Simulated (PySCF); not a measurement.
# How the numerical set-up moves the result for MgB⁺

Which parts of the numerical set-up matter for MgB⁺? Each run edits the base script.

Method: method and basis as typed in the scripts; program: PySCF 2.14.0.

2 further runs of the same task are left out: 2 that didn't finish.

### Step 1. The starting structure

MgB⁺: 2 atoms, charge 1, spin multiplicity 1.

Bond lengths: Mg1–B2 2.270 Å.

### Step 2. Base script

Input file input.py:

```python
from pyscf import gto, scf, mcscf, mrpt

mol = gto.M(
    atom='Mg 0 0 0; B 0 0 2.27',
    basis='3-21g',
    charge=1,
    spin=0,
    verbose=4,
)
mf = scf.RHF(mol)
mf = mf.density_fit(auxbasis='def2-universal-jkfit')
mf.kernel()
mc = mcscf.CASSCF(mf, 8, 10)
mc.kernel()
mc.analyze()
mrpt.NEVPT(mc).kernel()
mf.dip_moment()
print('orbital energies (hartree):', mf.mo_energy[..., max(0, mol.nelec[1]-3):mol.nelec[0]+3].round(4))
```

Command:

```bash
> OMP_NUM_THREADS=1 python input.py
```

Its log is not repeated here.

It gives: E(SCF) = -222.613885 Eh, 8 cycles, E(CAS) − E(SCF) = -0.07035 Eh, NEVPT2 = -0.01194 Eh.

The bond length is a typed value, not an optimised one. The dipole of an ion depends on the origin.

### Step 3. 6-31g

Variant 1 changes basis set: 3-21g → 6-31g.

Input file input.py:

```python
from pyscf import gto, scf, mcscf, mrpt

mol = gto.M(
    atom='Mg 0 0 0; B 0 0 2.27',
    basis='6-31g',
    charge=1,
    spin=0,
    verbose=4,
)
mf = scf.RHF(mol)
mf = mf.density_fit(auxbasis='def2-universal-jkfit')
mf.kernel()
mc = mcscf.CASSCF(mf, 8, 10)
mc.kernel()
mc.analyze()
mrpt.NEVPT(mc).kernel()
mf.dip_moment()
print('orbital energies (hartree):', mf.mo_energy[..., max(0, mol.nelec[1]-3):mol.nelec[0]+3].round(4))
```

Command:

```bash
> OMP_NUM_THREADS=1 python input.py
```

### Step 4. Cc-pcvdz

Variant 2 changes basis set: 3-21g → cc-pcvdz.

Changes to input.py since step 2:

```diff
@@ -4,3 +4,3 @@
     atom='Mg 0 0 0; B 0 0 2.27',
-    basis='3-21g',
+    basis='cc-pcvdz',
     charge=1,
```

### Step 5. Ano-rcc-vdzp (X2C on)

Variant 3 changes basis set: 3-21g → ano-rcc-vdzp; spin-free X2C: off → on.

Changes to input.py since step 2:

```diff
@@ -4,3 +4,3 @@
     atom='Mg 0 0 0; B 0 0 2.27',
-    basis='3-21g',
+    basis='ano-rcc-vdzp',
     charge=1,
@@ -10,2 +10,3 @@
 mf = scf.RHF(mol)
+mf = mf.sfx2c1e()
 mf = mf.density_fit(auxbasis='def2-universal-jkfit')
```

### Step 6. 6-31+g*

Variant 4 changes basis set: 3-21g → 6-31+g*.

Changes to input.py since step 2:

```diff
@@ -4,3 +4,3 @@
     atom='Mg 0 0 0; B 0 0 2.27',
-    basis='3-21g',
+    basis='6-31+g*',
     charge=1,
```

### Step 7. Density fitting auto

Variant 5 changes density fitting: def2-universal-jkfit → auto.

Changes to input.py since step 2:

```diff
@@ -10,3 +10,3 @@
 mf = scf.RHF(mol)
-mf = mf.density_fit(auxbasis='def2-universal-jkfit')
+mf = mf.density_fit()
 mf.kernel()
```

Q: Predict the outcome of this session. Wanted: for each run, E(SCF); from base; gap; after the SCF.

The runs gave:

```csv
run,E(SCF) (hartree),from base (eV),cycles,gap (eV),functions,after the SCF
base,-222.613885,0,8,7.39,22,"NEVPT2 correlation -2.239 eV (from the SCF energy, the CASSCF gain included)"
6-31g,-223.871792,-34.2294,8,7.45,22,"NEVPT2 correlation -2.268 eV (from the SCF energy, the CASSCF gain included)"
cc-pcvdz,-223.895003,-34.8610,9,7.45,45,"NEVPT2 correlation -7.805 eV (from the SCF energy, the CASSCF gain included)"
ano-rcc-vdzp (X2C on),-224.210091,not comparable,9,7.50,32,"NEVPT2 correlation -7.132 eV (from the SCF energy, the CASSCF gain included)"
6-31+g*,-223.879235,-34.4319,8,7.43,40,"NEVPT2 correlation -2.601 eV (from the SCF energy, the CASSCF gain included)"
density fitting auto,-222.613885,0.0000,8,7.39,22,"NEVPT2 correlation -2.239 eV (from the SCF energy, the CASSCF gain included)"
```

**Reading.** The SCF energy stays the same, to the digits that matter, with density fitting auto. The largest comparable shift of the SCF energy, -34.861 eV, comes with the run “cc-pcvdz”. 6-31g (22 functions) gives an energy 34.23 eV lower than 3-21g (22). cc-pcvdz (45 functions) gives an energy 34.86 eV lower than 3-21g (22). 6-31+g* (40 functions) gives an energy 34.43 eV lower than 3-21g (22).
